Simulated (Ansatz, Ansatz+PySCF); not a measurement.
```xyz
3

C     0.0000    0.0000   -0.1653
H     0.0000    0.7929    0.4958
H     0.0000   -0.7929    0.4958
```

RHF on singlet CH₂ was run in several spherical basis sets with Ansatz (development build ahead of 0.2.0). Caution: another spin multiplicity may lie lower. Caution for RHF: an unrestricted determinant lies well below; in another basis set an unrestricted determinant lies well below.

Q: Rank the basis sets by the total energy that they give, lowest first, with the distance from the lowest.
A. cc-pVDZ
B. 6-31G(d)
C. cc-pVTZ
D. def2-SVP
E. 6-31G
F. def2-TZVP
G. STO-3G

A: F (0.00 eV), C (0.01 eV), A (0.39 eV), B (0.58 eV), E (1.13 eV), D (1.34 eV), G (14.37 eV).

Totals follow the description of the cores as much as that of the bonds, so this order isn't one of quality for chemistry.
